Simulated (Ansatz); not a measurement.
`C=CC(=C)C`, charge 0, multiplicity 1.

**Question.** Give a relaxed structure at PBE0-D4/def2-TZVP (Ansatz). (Estimate.)

**Answer.** Computed: 
Z-matrix (Å, degrees):
```
C
C 1 1.496
H 1 1.094 2 111.0
H 1 1.090 2 111.0 3 -120.6
H 1 1.094 2 111.0 3 118.9
C 2 1.459 1 118.6 3 -59.4
C 2 1.336 1 121.8 3 120.6
C 6 1.332 2 125.6 1 -0.0
H 6 1.088 2 115.4 1 -180.0
H 7 1.084 2 121.7 1 0.0
H 7 1.085 2 121.2 1 -180.0
H 8 1.083 6 121.1 2 -180.0
H 8 1.084 6 122.1 2 0.0
```
Point group Cs.
This is one stationary point; other conformers may exist.
